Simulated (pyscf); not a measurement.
Single points on ωB97X-D3(BJ)/def2-SVP structures (PySCF, gas phase).

SMILES: C=[CH][Re](=[O])(=[O])=[O]
```xyz
9

C      0.2112    -1.5197    -0.1033
C     -1.0218    -1.0575     0.1369
Re    -1.5163     0.9214    -0.0908
O     -0.0879     1.7010    -0.5609
O     -2.7202     0.9596    -1.2812
O     -2.0899     1.4333     1.4182
H      1.0259    -0.8656    -0.4300
H      0.4488    -2.5832     0.0211
H     -1.8211    -1.7354     0.4638
```

**Question.** What is the homolytic dissociation enthalpy (298 K, ωB97M-D3(BJ)/def2-TZVP) of the C–Re bond of H₂C=CH–Re(=O)(=O)=O, to •HC=CH₂ + [O=Re(=O)=O]•?

**Answer.** C–Re to •HC=CH₂ + [O=Re(=O)=O]•: 84.0 kcal/mol. The 7 functionals that were run give +81.3 (M06-2X) to +90.8 kcal/mol (ωB97X-D3(BJ)/def2-TZVP). The radicals are drawn with the spin at the cut bond; how far it spreads was not checked. Other isomers of •HC=CH₂, [O=Re(=O)=O]• were not searched in full and may lie lower. Open-shell species with a d-block atom are single-reference here; other states, and whether the spin sits on metal or ligand, were not checked. Elements past Kr carry the def2 core potentials, without spin-orbit coupling.
